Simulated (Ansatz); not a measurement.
## Ansatz (development build ahead of 0.2.0) run

```yaml
crystal:
  periodic: [false, false, false]
  atoms:
    - { symbol: Cl, position_ang: [0.0, 0.0, 0.0] }
    - { symbol: H, position_ang: [1.09071, 0.0, 0.91522] }
    - { symbol: H, position_ang: [-1.39912, 0.0, 1.174] }
basis:
  gaussian: { orbitals: "6-31G" }
magnetization:
  initial_magnetization: 1
hamiltonian:
  xc: hf
correlation:
  method: fci
  frozen_orbitals: { Cl: 5, H: 0 }
```

The input is written out in the form of the current development build from the run's settings.

Results

| Property | Result |
| --- | --- |
| Converged | yes |
| Total energy | -460.55433 hartree |
| State | lowest doublet root, of any spatial symmetry |
